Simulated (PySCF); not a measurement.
Species: P₂.
InChI=1S/P2/c1-2

Level of theory: PySCF, B3LYP/6-31+G* geometry optimisation, gas phase.

Masses are those of the commonest isotopes; rigid-rotor values at the optimised geometry. 

(1) What are the moment of inertia and the rotational constant?

(2) List the first levels of a rigid rotor in a Σ state.

(3) Has it a pure rotational spectrum?

(4) Estimate the classical rotational partition function at 10 K, 50 K and 100 K.

Results:

(1) I = 56.163 u·Å², B = 505379 MHz·u·Å²/I = 8998 MHz (0.3002 cm⁻¹, or 0.432 K as hB/k). For two atoms I = μr² with μ = 15.4869 u and r = 1.9043 Å.

(2) E(J) = BJ(J+1): J = 1: 0.600, J = 2: 1.801, J = 3: 3.602, J = 4: 6.003, J = 5: 9.005, J = 6: 12.606 cm⁻¹.

(3) Not by electric dipole: D∞h allows no dipole (computed 0.00 D). Rotational Raman lines (ΔJ = 2) lie at B(4J + 6), spaced by 4B = 1.201 cm⁻¹, with nuclear-spin weights that differ between even and odd J.

(4) Point group D∞h, symmetry number σ = 2; q = kT/(σhB), k/h = 20836.6 MHz/K: 11.6 at 10 K, 57.9 at 50 K, 116 at 100 K.

B3LYP/6-31+G* frequencies: not computed here. No vibrational averaging or centrifugal distortion is included, and the geometry carries the error of its method.
